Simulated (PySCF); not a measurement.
B3LYP has the VWN-RPA correlation part, as in Gaussian. 

**CS, SMILES `[C-]#[S+]` (charge 0, multiplicity 1)**

Calculation: B3LYP-D3(BJ)/def2-TZVP // TPSS-D3(BJ)/def2-SVP (PySCF).

The HOMO is -8.69 eV and the dipole moment comes out as 1.86 D. The LUMO is -2.63 eV, the HOMO–LUMO gap comes out as 6.06 eV and the total energy comes out as -11871.20 eV. The cost is about 10 core-seconds (a rough figure).

Bond lengths (Å): C1–S2 1.551.
Charge 0, spin multiplicity 1.
